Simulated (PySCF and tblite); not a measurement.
(E)-crotonaldehyde, C₄H₆O, numbered as in [CH3:1]/[CH:2]=[CH:3]/[CH:4]=[O:5].

Level: CAM-B3LYP-D3(BJ)/def2-TZVP (IEF-PCM, chloroform)//PBE0-D3(BJ)/def2-SVP, thermal terms from GFN2-xTB, symmetry numbers and mirror pairs counted. Conformers within 3 kcal/mol (GFN2-xTB free energy) were kept, 8 at most. GIAO shieldings: wB97X-D/pcSseg-1 (IEF-PCM, chloroform). Shifts are against TMS (¹H), TMS (¹³C) at the same level. Codes: tblite and PySCF.

Torsions listed: C2–C3–C4–O5.

```csv
conformer,shape,weight %,dipole D
1,180°,98.0,5.14
2,1°,2.0,3.94
```

(1) How do the computed shifts compare with measured ones?

Answers

(1) 
```
nucleus  signal  leading conformer  average  measured  medium
     ¹H      H1               2.19     2.19      2.03   CDCl3
     ¹H      H2               7.03     7.04      6.87   CDCl3
     ¹H      H3               6.23     6.23      6.15   CDCl3
     ¹H      H4               9.31     9.31       9.5   CDCl3
    ¹³C      C1               22.3     22.3      18.7   CDCl3
    ¹³C      C2              169.8    169.6     153.9   CDCl3
    ¹³C      C3              141.3    141.2     134.7   CDCl3
    ¹³C      C4              201.4    201.4     193.9   CDCl3
```

Measured values: Stadelmann, Balmer, Riniker, Ebert, PCCP 2022. Mean difference for ¹H: 0.06 ppm, scatter 0.15 ppm. Mean difference for ¹³C: 8.32 ppm, scatter 4.49 ppm. The computed shifts are unscaled and lack vibrational corrections.
